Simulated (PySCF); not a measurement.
Cyclobutanol, C4H8O.
Geometry (PBE0-D3(BJ)/def2-TZVP, Å), atoms numbered from 1 in this order:
```xyz
13
C4H8O angstrom
O      1.667   -1.178    0.324
C      0.588   -0.306    0.528
C      0.395    0.901   -0.410
C     -1.114    0.592   -0.387
C     -0.765   -0.841    0.061
H      2.460   -0.781    0.691
H      0.533    0.014    1.578
H      0.830    0.675   -1.387
H      0.735    1.883   -0.078
H     -1.671    0.709   -1.316
H     -1.628    1.148    0.399
H     -1.403   -1.342    0.790
H     -0.614   -1.496   -0.799
```

All values: wB97X-D/pcSseg-2 (PySCF, non-relativistic), on one gas-phase PBE0-D3(BJ)/def2-TZVP geometry that isn't relaxed in the solvent. The solvent is an IEF-PCM continuum (cavity from Bondi-type radii × 1.2). Specific hydrogen bonds and non-electrostatic terms are outside this model.

Gas phase at wB97X-D/pcSseg-2: HOMO -9.50 eV, LUMO 2.28 eV, dipole 1.54 D.

**Question.** What does the continuum do to the energy, the frontier levels and the dipole at wB97X-D/pcSseg-2 in chloroform?

**Answer.** 
```
   solvent      ε  E(solvent) − E(gas) (kJ/mol)  polarisation term (kJ/mol)  distortion of the solute (kJ/mol)  HOMO (eV)  LUMO (eV)  dipole (D)
chloroform  4.711                        -13.69                      -15.03                               1.34      -9.49       2.51        1.89
```

Polarisation term: ½ Σ q·V over the induced surface charges. Distortion: the rise of the solute's own energy as its density leaves the gas-phase optimum.

**Question.** Which radius a makes the point-dipole formula ΔE = −[(ε − 1)/(2ε + 1)]·μ²/a³ give the value in chloroform, with the gas-phase dipole?

**Answer.** μ = 0.608 au and |ΔE| = 0.00522 Eh give a = 1.55 Å; the farthest nucleus lies 2.67 Å from the centroid of the nuclei, so such a sphere wouldn't even hold the nuclei. The formula assumes a rigid point dipole at the centre of a sphere.

**Question.** Give the dipole vector in the frame of the coordinates (D, pointing from negative to positive charge), gas and chloroform.

**Answer.** Gas (0.14, 1.38, 0.68), solvent (0.17, 1.68, 0.84). Its length changes by +22 % and its direction by less than 1°.

The run took 76 s wall on one thread, Arm Neoverse N1 (aarch64), on a shared host, and the process peaked at 1.3 GiB of memory. This is the whole shielding run at wB97X-D/pcSseg-2 in chloroform, SCF included.

Note: wB97X-D ran without an empirical dispersion term, which enters the total energy and its gradient alone.
